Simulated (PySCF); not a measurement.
Simulated Si 2p region for `O[SiH3]`, binding energy against the vacuum level.

Every computed line was given a Gaussian of 0.8 eV full width at half maximum and an area set by the number of equivalent atoms (split 2:1 within a doublet); the highest printed point is 100. The calculation used PySCF 2.14.0, delta-SCF UKS SCAN, pcX-2 on the ionised atom, pcseg-1 elsewhere, spin-free X2C.

binding energy (eV), intensity and a bar:
```
    106.5          0 
    106.6          1 
    106.7          1 
    106.8          3 #
    106.9          6 ##
    107.0         12 ####
    107.1         21 ######
    107.2         33 ##########
    107.3         48 ##############
    107.4         65 ####################
    107.5         81 ########################
    107.6         93 ############################
    107.7         99 ##############################
    107.8        100 ##############################
    107.9         96 #############################
    108.0         89 ###########################
    108.1         80 ########################
    108.2         71 #####################
    108.3         63 ###################
    108.4         53 ################
    108.5         44 #############
    108.6         34 ##########
    108.7         24 #######
    108.8         16 #####
    108.9         10 ###
    109.0          6 ##
    109.1          3 #
    109.2          1 
    109.3          1 
    109.4          0 
    109.5          0
```

Count the maxima, the lines and the sites behind this envelope.

The curve has 1 maximum (at 107.8 eV). Under it lie 2 lines from 1 inequivalent silicon site, drawn as a 2p3/2, 2p1/2 pair. At this width some lines have no maximum of their own.

Decompose the envelope and assign each component. Numbering: `[OH:1][SiH3:2]`.

| position (eV) | relative area | line | atoms | environment |
| --- | --- | --- | --- | --- |
| 107.68 | 0.67 | Si 2p3/2 | Si2 | oxygen-bound silicon |
| 108.31 | 0.33 | Si 2p1/2 | Si2 | oxygen-bound silicon |

What are the centre and the root-mean-square width of the whole band?

The area-weighted mean of the lines is 107.89 eV. Their own spread about it is 0.29 eV (rms) and each Gaussian has σ = 0.8/2.355 = 0.34 eV; the variances add, which gives 0.45 eV.

Shake-up satellites, vibrational structure and lifetime widths aren't simulated. Spin–orbit coupling isn't in the SCF: each 2p doublet comes from a relaxed spin-free hole plus a matrix of the shell (mean-field spin–orbit coupling and the ground-state 2p splitting), with 2p3/2 averaged over its two sublevels. 2p1/2 minus 2p3/2 (ligand field included): Si 0.62 eV. Geometry: PBE0-D3(BJ)/def2-SVP; no solvent, vibrations or thermal averaging.

The run took 3.9 s on Arm Neoverse V2, one thread (shared host).
